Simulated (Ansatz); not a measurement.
**Si3N4: a prediction, then the measurements**

Computed with Ansatz, DFT PBE, scalar-relativistic, plane waves, PAW.

Plane waves to 420 eV, a k mesh through Γ of 6×6×6 on the computed 14-atom cell and Gaussian smearing (0.02 eV); no spin polarisation.

Relaxed structure, symmetry kept:

```cif
data_structure
_symmetry_space_group_name_H-M 'Fd-3m:1'
_symmetry_Int_Tables_number 227
_cell_length_a 7.7892
_cell_length_b 7.7892
_cell_length_c 7.7892
_cell_angle_alpha 90.000
_cell_angle_beta 90.000
_cell_angle_gamma 90.000
_cell_volume 472.59
loop_
_atom_site_label
_atom_site_type_symbol
_atom_site_symmetry_multiplicity
_atom_site_Wyckoff_symbol
_atom_site_fract_x
_atom_site_fract_y
_atom_site_fract_z
_atom_site_occupancy
Si1 Si 16 d 0.37500 0.87500 0.12500 1
Si2 Si 8 a 0.25000 0.25000 0.25000 1
N1 N 32 e 0.36754 0.86754 0.36754 1
```

```json
{"Space group": "Fd-3m (No. 227)", "Volume per atom": "8.44 Å³", "Formation energy from the elements' standard states (uncorrected)": "-0.917 eV/atom", "Kohn–Sham band gap": "3.34 eV", "Löwdin character of the top 1 eV of the valence band": "N 2p 92 %", "Löwdin character of the lowest 1 eV of the conduction band": "Si 3p 41 %, Si 3s 27 %, N 2s 13 %, N 2p 9 %, unprojected 10 %"}
```

**The experiment to reproduce.**

From “Transparent polycrystalline cubic silicon nitride”, 2017, pmc:5355983, for a ceramic of Si3N4: lattice constant a 7.7373 ± 0.0006 Å.

“Photoluminescence and electronic transitions in cubic silicon nitride”, 2016, pmc:4698759 quotes, for a powder of Si3N4: band gap 4.8 ± 0.2 eV (optical).

Measured lattice constant a of Si3N4: 7.7373 Å (ceramic; the paper above). This calculation gives 7.789 Å (+0.7 %). 2 values of this kind are on record (7.7373 to 7.7381 Å); this one was drawn at random, those with a stated uncertainty first. The calculation is for 0 K without zero-point motion. Measured band gap of Si3N4: 4.8 eV (optical; powder; quoted in the paper above). This calculation gives 3.34 eV (-1.46 eV). 2 values of this kind are on record (4.3 to 4.8 eV); this one was drawn at random, those with a stated uncertainty first. Kohn–Sham gaps of semilocal functionals fall short of measured ones as a rule.

This form isn't the usual stable structure of the compound. A gap measured on a powder or ceramic can differ from the single crystal's.